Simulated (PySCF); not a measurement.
Molecule: pentanal, C5H10O.

Cartesian coordinates in Å; atom numbers follow the order of the lines, from 1:
```xyz
16

C    -2.380    0.280   -0.206
C    -1.125   -0.301    0.425
C     0.156    0.197   -0.227
C     1.414   -0.381    0.390
C     2.691    0.128   -0.215
O     2.752    0.941   -1.098
H    -2.388    1.380   -0.137
H    -3.292   -0.092    0.284
H    -2.446    0.019   -1.275
H    -1.105   -0.058    1.502
H    -1.159   -1.404    0.371
H     0.146   -0.037   -1.306
H     0.203    1.298   -0.174
H     1.469   -0.174    1.477
H     1.436   -1.486    0.323
H     3.627   -0.310    0.223
```

Geometry PBE0-D3(BJ)/def2-SVP throughout; GIAO in PySCF 2.14, gas phase, one conformer, non-relativistic; equivalent atoms averaged; functional PBE0.

Task: How do the shifts δ (against TMS, H2O at the same level) depend on the basis set? (a selection of nuclei; ppm; last column core-seconds on shared hosts with different chips, so compare them loosely)

Result: 
| basis set | functions | C5 | C4 | C2 | C1 | O6 | H16 | H12/H13 | H10/H11 | H7/H8/H9 | core-s |
| --- | --- | --- | --- | --- | --- | --- | --- | --- | --- | --- | --- |
| STO-3G | 40 | 133.8 | 36.4 | 26.6 | 20.3 | 613.1 | 9.57 | 1.21 | 0.85 | 0.80 | 3.3 |
| 6-31G | 74 | 193.6 | 47.2 | 23.9 | 16.5 | 665.7 | 10.67 | 1.78 | 1.35 | 1.17 | 6.2 |
| pcSseg-0 | 74 | 215.6 | 51.2 | 24.2 | 17.8 | 775.8 | 10.45 | 1.47 | 1.14 | 1.20 | 5.6 |
| 6-31G* | 104 | 187.3 | 44.6 | 23.6 | 15.9 | 613.2 | 9.86 | 1.60 | 1.26 | 1.02 | 9 |
| def2-SVP | 134 | 192.9 | 46.2 | 24.1 | 15.6 | 652.8 | 9.56 | 1.25 | 1.00 | 0.89 | 12 |
| cc-pVDZ | 134 | 193.2 | 48.5 | 26.6 | 16.9 | 652.2 | 9.83 | 1.36 | 1.09 | 0.94 | 13 |
| pcSseg-1 | 152 | 204.0 | 49.8 | 25.6 | 16.5 | 695.6 | 9.91 | 1.34 | 1.08 | 1.05 | 15 |
| 6-311+G(2d,p) | 222 | 202.8 | 49.6 | 25.6 | 15.5 | 657.3 | 10.24 | 1.45 | 1.16 | 0.95 | 25 |
| aug-cc-pVDZ | 228 | 197.3 | 48.8 | 26.2 | 15.7 | 626.9 | 10.32 | 1.56 | 1.22 | 1.05 | 28 |
| def2-TZVP | 246 | 204.1 | 50.4 | 26.6 | 16.3 | 668.9 | 10.19 | 1.47 | 1.18 | 0.97 | 31 |
| IGLO-III | 310 | 208.8 | 51.6 | 26.8 | 16.4 | 676.0 | 10.21 | 1.52 | 1.18 | 0.98 | 42 |
| cc-pVTZ | 320 | 202.4 | 49.7 | 26.2 | 16.2 | 669.0 | 10.10 | 1.47 | 1.17 | 0.97 | 47 |

Task: Which nucleus among those listed moves most, in ppm?

Result: O6 (aldehyde oxygen): from 613.1 ppm with STO-3G to 775.8 ppm with pcSseg-0. The smallest spread is 0.39 ppm, at H7/H8/H9. Proton shifts span only some 12 ppm, so a few tenths of a ppm matter as much there as several ppm in carbon.

Task: Taking the largest basis, cc-pVTZ (320 functions), as the yardstick, rank the others by their worst heavy-atom deviation.

Result: def2-TZVP 1.7 ppm (246 functions), IGLO-III 7.0 ppm (310 functions), 6-31G 8.8 ppm (74 functions), 6-311+G(2d,p) 11.7 ppm (222 functions), def2-SVP 16.2 ppm (134 functions), cc-pVDZ 16.8 ppm (134 functions), pcSseg-1 26.7 ppm (152 functions), aug-cc-pVDZ 42.0 ppm (228 functions), 6-31G* 55.8 ppm (104 functions), STO-3G 68.6 ppm (40 functions), pcSseg-0 106.8 ppm (74 functions).

A small basis that lands close on one nucleus may do so by chance; judge by the trend and by all nuclei.
